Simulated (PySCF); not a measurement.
Fractional electron number in H (hydrogen, neutral)

The 1s alpha orbital of 1s1 is emptied in steps (occupation f), with all orbitals relaxed, ending at no electrons. Computed with PySCF 2.14 in def2-TZVPPD, with the non-relativistic Hamiltonian (point nucleus). The exact energy is a straight line in f; departures are measured from the line between the end points of the same method.

| f | UHF (eV) | BHandHLYP (eV) | wB97X (eV) |
| --- | --- | --- | --- |
| 1 | 0.000 | 0.000 | 0.000 |
| 0.8 | 0.000 | -0.490 | -0.319 |
| 0.6 | 0.000 | -0.717 | -0.459 |
| 0.4 | 0.000 | -0.686 | -0.422 |
| 0.2 | 0.000 | -0.417 | -0.234 |
| 0 | 0.000 | 0.000 | 0.000 |

```tsv
method	E(f=0) − E(f=1) (eV)	−ε at f=1 (eV)	−ε at f=0.4 (eV)
UHF	13.601	13.601	13.601
BHandHLYP	13.566	10.461	14.341
wB97X	13.644	11.608	14.239
```

Orbital energy along the path (eV):

| f | UHF | BHandHLYP | wB97X |
| --- | --- | --- | --- |
| 1 | -13.601 | -10.461 | -11.608 |
| 0.8 | -13.601 | -11.775 | -12.495 |
| 0.6 | -13.601 | -13.084 | -13.394 |
| 0.4 | -13.601 | -14.341 | -14.239 |
| 0.2 | -13.601 | -15.427 | -14.865 |
| 0 | -13.601 | -14.097 | -13.603 |

As f goes to zero the orbital energy of a semilocal functional can turn back, because the density of that orbital vanishes from the exchange-correlation potential.

Reference removal energy between the ground levels: 13.598 eV (theoretical estimate listed by NIST; NIST Atomic Spectra Database, ionization energies). UHF lacks correlation.
